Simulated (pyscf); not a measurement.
Optimised with ωB97X-D3(BJ)/def2-SVP in PySCF. Correlated levels are frozen-core, on RHF or UHF. ΔMP2 is the change of the MP2 total energy from the triple- to the quadruple-zeta basis.

Task: Estimate by transition-state theory the rate constant of H₃Si–PH₂ (SMILES [SiH3]P) + H• (SMILES [H]) → PH₃ (SMILES P) + SiH₃• (SMILES [SiH3]) (doublet surface; P–Si broken, H–P formed) at 298 K, with CCSD(T)/def2-TZVPP + ΔMP2(QZVPP) energies (ideal gas, 1 atm, RRHO with modes under 100 cm⁻¹ raised to 100, one conformer, R ln 2 for rigid chiral ones; no tunnelling).

Result: The electronic barrier is 11.8 kcal/mol and the thermal terms add +7.4, so ΔG‡ = 19.3 kcal/mol. With k_BT/h = 6.21e+12 s⁻¹ and RT = 0.592 kcal/mol, and a volume of 4.06e-20 cm³ per molecule at 1 atm, k = 1.9e-21 cm³ molecule⁻¹ s⁻¹. Wigner's tunnelling factor for 817i cm⁻¹ would be 1.65, likely too low at so high a frequency. A shift of 1 kcal/mol in the barrier changes k by a factor 5.4. The same reactants have a lower exit, to H₃Si–PH• + H₂ (barrier +2.9 kcal/mol at ωB97M-D3(BJ), against +11.6 kcal/mol here). One saddle was located; it need not be the lowest between these sides. The angle at the attacked P is 67° (front-side attack). The CCSD(T) − MP2 part came from Ansatz, without density fitting, on the same reference.
